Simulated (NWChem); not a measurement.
System: hydrogen isocyanide (CHN); SMILES [C-]#[NH+]

The following NWChem deck was run.

```
start job
memory heap 200 mb stack 900 mb global 1100 mb
geometry units angstroms noautoz
  C      0.000000     0.000000     0.743906
  N      0.000000     0.000000    -0.427560
  H      0.000000     0.000000    -1.431131
end
basis spherical
  * library def2-tzvpd
end
dft
  xc hfexch
  iterations 150
  mulliken
end
task dft energy
```

Output (shortened):

```
             Northwest Computational Chemistry Package (NWChem) 7.3.0
             --------------------------------------------------------

 ORDER OF PRIMARY AXIS IS BEING SET TO 4
 C4V symmetry detected

                             Geometry "geometry" -> ""
                             -------------------------

 Output coordinates in angstroms (scale by  1.889725989 to convert to a.u.)

  No.       Tag          Charge          X              Y              Z
 ---- ---------------- ---------- -------------- -------------- --------------
    1 C                    6.0000     0.00000000     0.00000000     0.74109279
    2 N                    7.0000     0.00000000     0.00000000    -0.43037321
    3 H                    1.0000     0.00000000     0.00000000    -1.43394421

 Effective nuclear repulsion energy (a.u.)      24.1231686442

      Symmetry information
      --------------------

 Group name             C4v
 Group number             18
 Group order               8
 No. of unique centers     3

  xc_inp: hfexch multiplicative factor not found.

                                 NWChem DFT Module
                                 -----------------

 Summary of "ao basis" -> "ao basis" (spherical)
 ------------------------------------------------------------------------------
       Tag                 Description            Shells   Functions and Types
 ---------------- ------------------------------  ------  ---------------------
 C                         def2-tzvpd               13       37   6s3p3d1f
 N                         def2-tzvpd               13       37   6s3p3d1f
 H                         def2-tzvpd                5        9   3s2p

      Symmetry analysis of basis
      --------------------------

        a1         31
        a2          0
        b1          8
        b2          8
        e          36

            General Information
            -------------------
          SCF calculation type: DFT
          Wavefunction type:  closed shell.
          No. of atoms     :     3
          No. of electrons :    14
           Alpha electrons :     7
            Beta electrons :     7
          Charge           :     0
          Spin multiplicity:     1
          Use of symmetry is: on ; symmetry adaption is: on
          Maximum number of iterations: 150
          AO basis - number of functions:    83
                     number of shells:    31
          Convergence on energy requested:  1.00D-06
          Convergence on density requested:  1.00D-05
          Convergence on gradient requested:  5.00D-04

              XC Information
              --------------
                     Hartree-Fock (Exact) Exchange  1.000

      Superposition of Atomic Density Guess
      -------------------------------------

 Sum of atomic energies:         -92.48269632

      Non-variational initial energy
      ------------------------------

 Total energy =     -93.128100
 1-e energy   =    -171.793355
 2-e energy   =      54.542086
 HOMO         =      -0.386459
 LUMO         =       0.038696

      Symmetry analysis of molecular orbitals - initial
      -------------------------------------------------

 !! scf_movecs_sym_adapt:   16 vectors were symmetry contaminated

  Symmetry fudging

 !! scf_movecs_sym_adapt:   14 vectors were symmetry contaminated

  Numbering of irreducible representations:

     1 a1          2 a2          3 b1          4 b2          5 e

  Orbital symmetries:

     1 a1          2 a1          3 a1          4 a1          5 e
     6 e           7 a1          8 e           9 e          10 a1
    11 a1         12 a1         13 e          14 e          15 b1
    16 b2         17 a1

     ---------------------------------------------
      Total Density - Mulliken Population Analysis
     ---------------------------------------------

    Atom       Charge   Shell Charges
 -----------   ------   -------------------------------------------------------
    1 C    6     6.03   0.86  1.11  0.65  0.81  0.35  0.03  0.91  0.91  0.30  0.03  0.06  0.01  0.01
    2 N    7     7.33   0.82  1.16  0.61  0.72  0.13  0.00  1.55  1.72  0.61  0.01  0.02 -0.01  0.01
    3 H    1     0.64   0.20  0.32  0.08  0.03 -0.00

 !! scf_movecs_sym_adapt:   16 vectors were symmetry contaminated

  Symmetry fudging

 !! scf_movecs_sym_adapt:   16 vectors were symmetry contaminated

   convergence    iter        energy       DeltaE   RMS-Dens  Diis-err
 ---------------- ----- ----------------- --------- --------- ---------
 d= 0,ls=0.0,diis     1    -92.8774912748 -1.17D+02  2.73D-03  1.18D-01

 !! scf_movecs_sym_adapt:   16 vectors were symmetry contaminated

  Symmetry fudging

 !! scf_movecs_sym_adapt:   16 vectors were symmetry contaminated

 d= 0,ls=0.0,diis     2    -92.8930334737 -1.55D-02  7.94D-04  1.11D-02

 !! scf_movecs_sym_adapt:   14 vectors were symmetry contaminated

  Symmetry fudging

 !! scf_movecs_sym_adapt:    8 vectors were symmetry contaminated

 d= 0,ls=0.0,diis     3    -92.8944643334 -1.43D-03  4.19D-04  3.94D-03

 !! scf_movecs_sym_adapt:   14 vectors were symmetry contaminated

  Symmetry fudging

 !! scf_movecs_sym_adapt:    8 vectors were symmetry contaminated

 d= 0,ls=0.0,diis     4    -92.8949129263 -4.49D-04  1.22D-04  1.20D-04

 !! scf_movecs_sym_adapt:   16 vectors were symmetry contaminated

  Symmetry fudging

 !! scf_movecs_sym_adapt:    6 vectors were symmetry contaminated

 d= 0,ls=0.0,diis     5    -92.8949389389 -2.60D-05  3.17D-05  9.49D-06

 !! scf_movecs_sym_adapt:   12 vectors were symmetry contaminated

  Symmetry fudging

 !! scf_movecs_sym_adapt:    4 vectors were symmetry contaminated

  Resetting Diis
 d= 0,ls=0.0,diis     6    -92.8949407407 -1.80D-06  7.88D-06  6.29D-07

 !! scf_movecs_sym_adapt:   12 vectors were symmetry contaminated

  Symmetry fudging

 !! scf_movecs_sym_adapt:    6 vectors were symmetry contaminated

 d= 0,ls=0.0,diis     7    -92.8949408733 -1.33D-07  1.53D-06  3.12D-08

         Total DFT energy =      -92.894940873287
      One electron energy =     -172.890093570503
           Coulomb energy =       67.919445289148
    Exchange-Corr. energy =      -12.047461236176
 Nuclear repulsion energy =       24.123168644243

 Numeric. integr. density =        0.000000000000

                  Occupations of the irreducible representations
                  ----------------------------------------------

                     irrep           alpha         beta
                     --------     --------     --------
                     a1                5.0          5.0
                     a2                0.0          0.0
                     b1                0.0          0.0
                     b2                0.0          0.0
                     e                 2.0          2.0

                       DFT Final Molecular Orbital Analysis
                       ------------------------------------

 Vector    5  Occ=2.000000D+00  E=-5.202337D-01  Symmetry=e
              MO Center=  2.4D-14,  1.9D-14, -1.2D-01, r^2= 1.0D+00
   Bfn.  Coefficient  Atom+Function         Bfn.  Coefficient  Atom+Function
  ----- ------------  ---------------      ----- ------------  ---------------
    44      0.284165  2 N  px                47      0.267725  2 N  px
    45      0.218512  2 N  py                48      0.205870  2 N  py
     7      0.173255  1 C  px                10      0.153354  1 C  px
    50      0.146524  2 N  px                 8      0.133227  1 C  py
    11      0.117923  1 C  py                51      0.112671  2 N  py

 Vector    6  Occ=2.000000D+00  E=-5.202337D-01  Symmetry=e
              MO Center= -1.5D-15,  1.6D-15, -1.2D-01, r^2= 1.0D+00
   Bfn.  Coefficient  Atom+Function         Bfn.  Coefficient  Atom+Function
  ----- ------------  ---------------      ----- ------------  ---------------
    45      0.284165  2 N  py                48      0.267725  2 N  py
    44     -0.218512  2 N  px                47     -0.205870  2 N  px
     8      0.173255  1 C  py                11      0.153354  1 C  py
    51      0.146524  2 N  py                 7     -0.133227  1 C  px
    10     -0.117923  1 C  px                50     -0.112671  2 N  px

 Vector    7  Occ=2.000000D+00  E=-4.919538D-01  Symmetry=a1
              MO Center= -2.6D-14, -2.2D-14,  1.1D+00, r^2= 9.5D-01
   Bfn.  Coefficient  Atom+Function         Bfn.  Coefficient  Atom+Function
  ----- ------------  ---------------      ----- ------------  ---------------
     4      0.413014  1 C  s                  9      0.321115  1 C  pz
     5      0.257633  1 C  s                 12      0.256837  1 C  pz
     3      0.244791  1 C  s                  2     -0.152608  1 C  s
    46     -0.132983  2 N  pz                15      0.096878  1 C  pz
    40     -0.093561  2 N  s                 49     -0.089583  2 N  pz

 Vector    8  Occ=0.000000D+00  E= 7.696140D-02  Symmetry=a1
              MO Center=  6.5D-16,  1.4D-16, -1.8D+00, r^2= 6.4D+00
   Bfn.  Coefficient  Atom+Function         Bfn.  Coefficient  Atom+Function
  ----- ------------  ---------------      ----- ------------  ---------------
    43      7.530177  2 N  s                 77     -5.813573  3 H  s
     5     -5.022978  1 C  s                 42      4.632918  2 N  s
    83     -1.721461  3 H  pz                15      1.165402  1 C  pz
    65      0.996031  2 N  d  0               4     -0.984461  1 C  s
    41     -0.412071  2 N  s                 12      0.341945  1 C  pz

 Vector    9  Occ=0.000000D+00  E= 1.101915D-01  Symmetry=a1
              MO Center= -2.8D-16, -4.1D-16,  1.2D+00, r^2= 1.0D+01
   Bfn.  Coefficient  Atom+Function         Bfn.  Coefficient  Atom+Function
  ----- ------------  ---------------      ----- ------------  ---------------
     6      3.826263  1 C  s                 43     -3.386241  2 N  s
    77      1.815025  3 H  s                  5     -1.395720  1 C  s
    83      1.051767  3 H  pz                15     -0.961321  1 C  pz
    42     -0.759564  2 N  s                 52      0.709264  2 N  pz
     4     -0.489168  1 C  s                 41      0.343519  2 N  s

 Vector   10  Occ=0.000000D+00  E= 1.490895D-01  Symmetry=e
              MO Center=  5.5D-16, -6.6D-16, -4.1D-02, r^2= 4.4D+00
   Bfn.  Coefficient  Atom+Function         Bfn.  Coefficient  Atom+Function
  ----- ------------  ---------------      ----- ------------  ---------------
    82     -0.703325  3 H  py                14      0.669545  1 C  py
    81      0.585296  3 H  px                13     -0.557185  1 C  px
    64     -0.248316  2 N  d -1              11      0.211295  1 C  py
    66     -0.206645  2 N  d  1               8      0.191397  1 C  py
    10     -0.175836  1 C  px                 7     -0.159278  1 C  px

     ---------------------------------------------
      Total Density - Mulliken Population Analysis
     ---------------------------------------------

    Atom       Charge   Shell Charges
 -----------   ------   -------------------------------------------------------
    1 C    6     6.05   0.86  1.12  0.60  0.77  0.34  0.02  0.99  0.96  0.26  0.04  0.08  0.01  0.01
    2 N    7     7.24   0.82  1.16  0.54  0.72  0.13 -0.01  1.52  1.72  0.62  0.01  0.02 -0.02  0.01
    3 H    1     0.71   0.24  0.36  0.08  0.04 -0.00

     -------------------------------------------
      Total Density - Lowdin Population Analysis
     -------------------------------------------

    Atom       Charge   Shell Charges
 -----------   ------   -------------------------------------------------------
    1 C    6     6.06   0.92  1.04  0.44  0.44  0.26  0.13  0.90  1.08  0.42  0.05  0.21  0.10  0.06
    2 N    7     7.01   0.89  1.06  0.41  0.40  0.20  0.12  1.35  1.57  0.76  0.00  0.06  0.16  0.01
    3 H    1     0.93   0.23  0.30  0.10  0.11  0.18

     Multipole analysis of the density
     ---------------------------------

     L   x y z        total         alpha         beta         nuclear
     -   - - -        -----         -----         ----         -------
     0   0 0 0     -0.000000     -7.000000     -7.000000     14.000000

     1   1 0 0     -0.000000     -0.000000     -0.000000      0.000000
     1   0 1 0      0.000000      0.000000      0.000000      0.000000
     1   0 0 1     -1.134430     -0.567215     -0.567215      0.000000

     2   2 0 0     -9.059804     -4.529902     -4.529902      0.000000
     2   1 1 0      0.000000      0.000000      0.000000      0.000000
     2   1 0 1      0.000000      0.000000      0.000000      0.000000
     2   0 2 0     -9.059804     -4.529902     -4.529902      0.000000
     2   0 1 1     -0.000000     -0.000000     -0.000000      0.000000
     2   0 0 2     -7.577471    -15.659051    -15.659051     23.740631
```

Level: Hartree-Fock/def2-TZVPD. The geometry was optimised at PBE0/def2-SVP.
